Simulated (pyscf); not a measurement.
## Elimination: H₂N–AlH₂ (SMILES [NH2][AlH2]) → HN=AlH (SMILES [NH]=[AlH]) + H₂ (SMILES [H][H])

Gas phase, singlet surface, charge 0. Bonds broken: N1–H3, Al2–H5. Bonds formed: H3–H5. PySCF, gas phase, ωB97X-D3(BJ)/def2-SVP geometries.

Transition state (Å):

```xyz
6

N     -0.5241     0.9599    -0.2700
Al     0.6815     0.1454     0.5577
H      0.0311    -0.4080    -1.0369
H     -1.1502     1.7548    -0.2684
H      0.6135    -1.0508    -0.9264
H      1.7770    -0.3832     1.5563
```

One imaginary mode, 821i cm⁻¹; descent along it reached the two sides named.

```
bond    change  reactant side (Å)  saddle  product side
------  ------  -----------------  ------  ------------
N1–H3   breaks              1.015   1.664           3.2
Al2–H5  breaks              1.585   1.907           3.0
H3–H5    forms                3.2   0.874         0.762
```

Electronic energies relative to the reactant's lowest minimum found (kcal/mol):

```json
[
 {"level": "ωB97X-D3(BJ)/def2-TZVP", "barrier": "76.8", "reaction energy": "+71.6", "reverse barrier": "5.2"},
 {"level": "PBE/def2-TZVP", "barrier": "66.0", "reaction energy": "+65.0", "reverse barrier": "1.1"},
 {"level": "r²SCAN/def2-TZVP", "barrier": "70.0", "reaction energy": "+68.0", "reverse barrier": "2.0"},
 {"level": "B3LYP-D3(BJ)/def2-TZVP", "barrier": "72.3", "reaction energy": "+67.5", "reverse barrier": "4.7"},
 {"level": "PBE0-D3(BJ)/def2-TZVP", "barrier": "72.5", "reaction energy": "+71.0", "reverse barrier": "1.5"},
 {"level": "M06-2X/def2-TZVP", "barrier": "74.3", "reaction energy": "+68.7", "reverse barrier": "5.6"},
 {"level": "ωB97M-D3(BJ)/def2-TZVP", "barrier": "74.8", "reaction energy": "+69.4", "reverse barrier": "5.4"},
 {"level": "HF/def2-TZVP", "barrier": "90.5", "reaction energy": "+77.7", "reverse barrier": "12.9"}
]
```

With ωB97M-D3(BJ)/def2-TZVP energies and thermal terms (ideal gas, 1 atm, RRHO with modes under 100 cm⁻¹ raised to 100, one conformer, R ln 2 for chiral ones without a mode under 150 cm⁻¹), in kcal/mol:

```json
[
 {"T (K)": "298", "ΔH‡": "71.7", "ΔG‡": "71.4", "ΔH": "+65.6", "ΔG": "+57.7"},
 {"T (K)": "600", "ΔH‡": "71.3", "ΔG‡": "71.2", "ΔH": "+66.5", "ΔG": "+49.3"},
 {"T (K)": "900", "ΔH‡": "71.0", "ΔG‡": "71.2", "ΔH": "+66.7", "ΔG": "+40.7"},
 {"T (K)": "1200", "ΔH‡": "70.7", "ΔG‡": "71.3", "ΔH": "+66.5", "ΔG": "+32.0"}
]
```

At the saddle there is also a short Al–H contact that neither side keeps. HN=AlH lies 44.5 kcal/mol over its isomer H₂N–Al [singlet] (electronic energy, ωB97M-D3(BJ)/def2-TZVP). This is the saddle that the search found; another between the same sides may lie lower.
